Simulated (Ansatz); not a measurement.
# SiCO+ (doublet): wave-function methods side by side, def2-QZVPP

The task here is to estimate one member of a computed series from the others.

Computed with Ansatz 0.2.0, Gaussian basis. Level: def2-QZVPP, core rule «outside noble gas», up to 7 orbitals frozen.

To be run: UHF; ROHF; CCSD(T) on UHF.

2 further runs of the same task are left out: 2 set aside as unsound or not needed.

## What is computed

The geometry is a PBE0/def2-TZVP stationary point (not a proven minimum) of the parent state, kept for this charge and spin.

3 atoms, charge 1, spin multiplicity 2.

Atoms are counted from 1 here; the program's logs count them from 0.

Bond lengths: O1–C2 1.153 Å, C2–Si3 1.807 Å. Angles: O1–C2–Si3 180.0°.

The first run:

in.yaml

```yaml
crystal:
  periodic: [false, false, false]
  atoms:
    - {symbol: O, position_ang: [0.000000, 0.000000, -1.370973]}
    - {symbol: C, position_ang: [0.000000, 0.000000, -0.218248]}
    - {symbol: Si, position_ang: [0.000000, 0.000000, 1.589221]}
basis:
  gaussian: {orbitals: "def2-QZVPP.json"}
total_charge: 1
magnetization: {spin_polarized: true, initial_magnetization: 1}
hamiltonian: {xc: hf}
output: {orbitals: {seedname: orbitals}}
```

The run is started by

```console
$ ansatz run in.yaml --threads 1 --pin off --events-out ev --progress --plain --max-ram 2393MiB
```

Steps of the session up to this table: UHF; ROHF; CCSD(T) on UHF.

One of the session's tables, all rows but one given; the rest of the session is left out.

| method | from UCCSD(T) (kJ/mol) |
| --- | --- |
| ROHF | +1302.6 |
| UHF | ? |
| UMP2 | +89.5 |
| UCCSD | +65.1 |
| UCCSD(T) | 0 |

**Question.** Estimate the row for UHF.

**Answer.** from UCCSD(T) (kJ/mol): +1288.9. In the column «from UCCSD(T) (kJ/mol)» it lies between UMP2 (+89.5) and ROHF (+1302.6).
